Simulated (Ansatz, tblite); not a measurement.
**(H2Al-mu-Cl)2 (Al₂H₄Cl₂): spin states and exact exchange**

Is the singlet the ground state of (H2Al-mu-Cl)2 (Al₂H₄Cl₂)? Other spin states are computed and compared level by level.

Method: as each input shows; program: Ansatz 0.2.0, Gaussian basis.

The runs, in order: triplet, at the geometry of the singlet (GFN1-xTB, GFN2-xTB, PBE0-D4/def2-TZVP, PBE-D4/def2-TZVP, r2SCAN-D4/def2-TZVP); the singlet's energies come from earlier runs.

**1. The relaxed structure**

The geometry is that of the singlet, from an earlier relaxation (r2SCAN-D4/def2-SVP).

8 atoms, charge 0, spin multiplicity 1.

Bond lengths: Al1–H2 1.575 Å, Al1–H3 1.575 Å, Al1–Cl4 2.324 Å, Al1–Cl8 2.324 Å, Cl4–Al5 2.324 Å, Al5–H6 1.575 Å, Al5–H7 1.575 Å, Al5–Cl8 2.324 Å. Angles: H2–Al1–H3 127.6°, H2–Al1–Cl4 108.2°, H2–Al1–Cl8 108.2°, H3–Al1–Cl4 108.2°, H3–Al1–Cl8 108.2°, Cl4–Al1–Cl8 89.7°, Al1–Cl4–Al5 90.3°, Cl4–Al5–H6 108.2°, Cl4–Al5–H7 108.2°, Cl4–Al5–Cl8 89.7°, H6–Al5–H7 127.6°, H6–Al5–Cl8 108.2°, H7–Al5–Cl8 108.2°, Al1–Cl8–Al5 90.3°.

**2. Triplet at the fixed geometry, GFN1-xTB**

Tight binding, by tblite at 300 K electronic temperature and without a spin-polarisation term:

```python
tblite.interface.Calculator('GFN1-xTB', numbers, positions, charge=0, uhf=2).singlepoint()
```

Energy -358.7445 eV; 0.009 s.

**3. Triplet at the fixed geometry, GFN2-xTB**

Tight binding, by tblite at 300 K electronic temperature and without a spin-polarisation term:

```python
tblite.interface.Calculator('GFN2-xTB', numbers, positions, charge=0, uhf=2).singlepoint()
```

Energy -360.4734 eV; 0.019 s.

**4. Triplet at the fixed geometry, PBE0-D4/def2-TZVP**

File in.yaml:

```yaml
crystal:
  periodic: [false, false, false]
  atoms:
    - {symbol: Al, position_ang: [-0.138628, -0.983741, -1.314747]}
    - {symbol: H, position_ang: [-0.398792, -0.273273, -2.696621]}
    - {symbol: H, position_ang: [0.005203, -2.528317, -1.039766]}
    - {symbol: Cl, position_ang: [-1.616627, -0.101701, 0.246557]}
    - {symbol: Al, position_ang: [0.138677, 0.983478, 1.314937]}
    - {symbol: H, position_ang: [0.398693, 0.263143, 2.691719]}
    - {symbol: H, position_ang: [-0.003631, 2.530082, 1.050769]}
    - {symbol: Cl, position_ang: [1.615084, 0.110330, -0.252848]}
basis:
  gaussian: {orbitals: def2-TZVP}
magnetization: {spin_polarized: true, initial_magnetization: 2}
hamiltonian: {xc: pbe0, dispersion: d4}
scf: {omitted_lower_state_checks: [starts]}
output: {orbitals: {seedname: orbitals}}
```

On the command line:

```
ansatz run in.yaml --threads 4 --pin off --events-out ev --progress --plain --max-ram 3916MiB
```

Output:

```text
Functional definition: PBE0
  name "PBE0"
  cite "Adamo & Barone, J. Chem. Phys. 110, 6158 (1999) doi:10.1063/1.478522"
  cite "Perdew, Burke & Ernzerhof, Phys. Rev. Lett. 77, 3865 (1996) doi:10.1103/PhysRevLett.77.3865"
  parent pbe
  parameter a = 0.25
  parameter kappa = 0.804
  parameter beta = 0.06672455060314922
  exchange = (1 - a)*pbe_x(kappa = kappa, mu = beta*pi^2/3) + a*exact_x
  correlation = pbe_c(beta = beta)
these checks for a lower state are left out or cut short: starts
1270 factors; their error is unknown
mean field evaluation 1: about -38288.1738 eV, gradient 8.3e0 eV
mean field evaluation 2: about -38288.6726 eV, gradient 4.3e0 eV
mean field evaluation 4: about -38288.8251 eV, gradient 6.1e-1 eV
mean field evaluation 8: about -38288.9281 eV, gradient 1.1e-1 eV
mean field evaluation 16: about -38288.9281 eV, gradient 6.0e-5 eV
mean field evaluation 32: about -38288.9298 eV, gradient 5.4e-6 eV
mean field -38288.92975088 eV, -1407.0922151759 hartree, gradient 5.4e-6 eV, S^2 2.007128; 1 other end points of the search recorded, 0 dependent functions left out
reference -38288.92979399 eV, -1407.0922167604 hartree; 33, 31 occupied and 139, 141 virtual orbitals, 1270 factors
Total energy: -38289.12897448 eV, -1407.0995365083 hartree
Checks for a lower state left out: starts
```

It took 23 s on 4 threads of Intel Xeon Platinum 8259CL at 2.50GHz, shared host; peak memory 0.85 GiB.

Report: HOMO -2.77 eV, LUMO -7.32 eV (over both spins; with the spin held, an empty level of the minority spin lies below the top filled one); ⟨S²⟩ 2.007 (pure: 2.00); the next solution that the search met lies 0.002 eV higher.

**5. Triplet at the fixed geometry, PBE-D4/def2-TZVP**

start.molden holds the orbitals of an earlier run on this state, given as this run's starting guess.

in.yaml, as its differences from that of step 4:

```diff
@@ -12,5 +12,5 @@
 basis:
-  gaussian: {orbitals: def2-TZVP}
+  gaussian: {orbitals: def2-TZVP, initial_orbitals: start.molden}
 magnetization: {spin_polarized: true, initial_magnetization: 2}
-hamiltonian: {xc: pbe0, dispersion: d4}
+hamiltonian: {xc: pbe, dispersion: d4}
 scf: {omitted_lower_state_checks: [starts]}
```

Same command.

Output:

```text
Functional definition: PBE
  name "PBE"
  cite "Perdew, Burke & Ernzerhof, Phys. Rev. Lett. 77, 3865 (1996) doi:10.1103/PhysRevLett.77.3865"
  parent pbe
  parameter kappa = 0.804
  parameter beta = 0.06672455060314922
  exchange = pbe_x(kappa = kappa, mu = beta*pi^2/3)
  correlation = pbe_c(beta = beta)
these checks for a lower state are left out or cut short: starts
1206 factors; their error is unknown
mean field evaluation 1: about -38286.0594 eV, gradient 1.0e1 eV
mean field evaluation 2: about -38286.1892 eV, gradient 3.1e-1 eV
mean field evaluation 4: about -38286.1998 eV, gradient 7.3e-2 eV
mean field evaluation 8: about -38286.1999 eV, gradient 2.4e-5 eV
mean field -38286.19993928 eV, -1406.9918964500 hartree, gradient 2.4e-5 eV, S^2 2.002941; 0 other end points of the search recorded, 0 dependent functions left out
reference -38286.19999698 eV, -1406.9918985706 hartree; 33, 31 occupied and 139, 141 virtual orbitals, 1206 factors
Total energy: -38286.43255204 eV, -1407.0004448113 hartree
Checks for a lower state left out: starts
```

It took 4.6 s on 4 threads of Intel Xeon Platinum 8259CL at 2.50GHz, shared host.

From the report: HOMO -2.34 eV, LUMO -7.45 eV (over both spins; with the spin held, an empty level of the minority spin lies below the top filled one); ⟨S²⟩ 2.003 (pure: 2.00).

**6. Triplet at the fixed geometry, r2SCAN-D4/def2-TZVP**

in.yaml, as its differences from that of step 5:

```diff
@@ -14,3 +14,3 @@
 magnetization: {spin_polarized: true, initial_magnetization: 2}
-hamiltonian: {xc: pbe, dispersion: d4}
+hamiltonian: {xc: r2scan, dispersion: d4}
 scf: {omitted_lower_state_checks: [starts]}
```

Same command.

Output:

```text
Functional definition: r2SCAN
  name "r2SCAN"
  cite "Furness, Kaplan, Ning, Perdew & Sun, J. Phys. Chem. Lett. 11, 8208 (2020) doi:10.1021/acs.jpclett.0c02405"
  cite "Furness, Kaplan, Ning, Perdew & Sun, J. Phys. Chem. Lett. 11, 9248 (2020) doi:10.1021/acs.jpclett.0c03077"
  parent r2scan
  parameter k0 = 0.174
  parameter k1 = 0.065
  parameter a1 = 4.9479
  exchange = r2scan_x(k0 = k0, k1 = k1, a1 = a1)
  correlation = r2scan_c
these checks for a lower state are left out or cut short: starts
1206 factors; their error is unknown
mean field evaluation 1: about -38300.7731 eV, gradient 7.1e0 eV
mean field evaluation 2: about -38300.8342 eV, gradient 1.9e-1 eV
mean field evaluation 4: about -38300.8337 eV, gradient 1.0e-1 eV
mean field evaluation 8: about -38300.8338 eV, gradient 1.9e-5 eV
mean field -38300.83378937 eV, -1407.5296805217 hartree, gradient 2.1e-5 eV, S^2 2.007475; 0 other end points of the search recorded, 0 dependent functions left out
reference -38300.83381081 eV, -1407.5296813095 hartree; 33, 31 occupied and 139, 141 virtual orbitals, 1206 factors
Total energy: -38300.88630108 eV, -1407.5316102914 hartree
Checks for a lower state left out: starts
```

Run time: 7.5 s. Hardware: 4 threads of Intel Xeon Platinum 8259CL at 2.50GHz, shared host.

HOMO -2.43 eV, LUMO -7.64 eV (over both spins; with the spin held, an empty level of the minority spin lies below the top filled one); ⟨S²⟩ 2.007 (pure: 2.00).

**7. Triplet less singlet, vertical**

The singlet's energies are those of its earlier runs, whose logs aren't repeated here.

| level | triplet less singlet, vertical (kJ/mol) | time |
| --- | --- | --- |
| GFN1-xTB | +620.8 | 0.021 s |
| GFN2-xTB | +593.4 | 0.031 s |
| PBE-D4/def2-TZVP | +503.1 | 6.9 s |
| r2SCAN-D4/def2-TZVP | +540.7 | 12 s |
| PBE0-D4/def2-TZVP | +579.0 | 26 s |

Times add the two runs; a level without a time comes out of a correlated run. Tight binding without a spin term can't rank spin states.

**8. Results**

```
                                                quantity                                       value
triplet less singlet, vertical, functionals in def2-TZVP  +503.1 (PBE-D4) to +579.0 kJ/mol (PBE0-D4)
```

What this shows: All functionals put the triplet above the singlet, over a spread of 75.8 kJ/mol. The checks for a lower triplet were left out, so another state of that spin may lie lower. These are electronic energies, without zero-point motion, entropy or surroundings.
